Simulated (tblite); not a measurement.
Compound: C4H4OP (charge -1).
Cartesian coordinates in Å at the GFN2-xTB level; atoms count from 1:
```xyz
10
C4H4OP angstrom
P      2.6213    0.0812   -0.0267
C      0.8658    0.0511   -0.0177
C     -0.0422    1.0626   -0.2796
C     -1.3222    0.4965   -0.1298
C     -1.1355   -0.8070    0.2106
O      0.1954   -1.0919    0.2818
H      2.7114   -1.2409    0.3179
H      0.2021    2.0731   -0.5449
H     -2.2705    0.9906   -0.2560
H     -1.8167   -1.6106    0.4218
```

Computed with GFN2-xTB (tblite): harmonic, unscaled wavenumbers at the GFN2-xTB geometry, gas phase. Against measured fundamentals such values can be off by several per cent, at times by over 20. Modes of hydrogen on phosphorus can be 10 to 20 % off. One conformer, not necessarily the lowest.

Harmonic wavenumbers (cm⁻¹): 215.2, 252.1, 316.8, 488.1, 547.7, 597.9, 638.9, 737.2, 823.9, 844.7, 886.5, 898.3, 1023.3, 1087.7, 1108.9, 1169.6, 1198.5, 1373.4, 1440.7, 1540.8, 2366.1, 3093.2, 3120.1, 3146.6.

A = 9004, B = 2156, C = 1739 MHz; mass 99.000 u (most abundant isotopes); point group Cs, symmetry number 1.

Q: What is the zero-point energy?

A: ½Σν̃ = 14458 cm⁻¹ = 172.96 kJ/mol.

Q: Entropy at 273.15 K, 1 bar (ideal gas, RRHO, classical rotation)?

A: Translation 164.34, rotation 110.44, vibration 30.14: S = 304.9 J/(mol K).

Q: And Cp and H(273.15 K) − H(0)?

A: Cp = 86.16 J/(mol K), of which vibrations give 52.90 (their classical limit is 24 R = 199.5); H(273.15 K) − H(0) = 14.59 kJ/mol without the zero-point energy, 5.50 from vibrations.

Q: What must be added to the electronic energy to get the Gibbs energy at 273.15 K and 1 bar?

A: ZPE + [H(273.15 K) − H(0)] − T·S = 172.96 + 14.59 − 83.29 = 104.26 kJ/mol.

Q: Which modes carry the vibrational entropy at 273.15 K?

A: 215.2 cm⁻¹: 7.70; 252.1 cm⁻¹: 6.54; 316.8 cm⁻¹: 4.96; 488.1 cm⁻¹: 2.43; 547.7 cm⁻¹: 1.90; 597.9 cm⁻¹: 1.54 J/(mol K); the other 18 give 5.07 together.

Q: How do the functions run with temperature in this model?

A: 
| T (K) | S (J/(mol K)) | Cp (J/(mol K)) | H − H(0) (kJ/mol) | G − H(0) (kJ/mol) | ln q(vib) |
| --- | --- | --- | --- | --- | --- |
| 150 | 264.1 | 54.0 | 6.00 | -33.61 | 0.30 |
| 250 | 297.6 | 79.9 | 12.67 | -61.73 | 1.00 |
| 298.15 | 312.8 | 92.8 | 16.83 | -76.42 | 1.43 |
| 400 | 343.5 | 117.2 | 27.56 | -109.86 | 2.46 |
| 600 | 398.0 | 151.2 | 54.67 | -184.16 | 4.72 |
| 900 | 465.4 | 180.2 | 104.81 | -314.06 | 8.15 |

q(vib) and H(0) count from the zero-point level.

Hindered rotation and anharmonicity are outside this model. Other conformers, if any are populated, would add a mixing term that is left out.
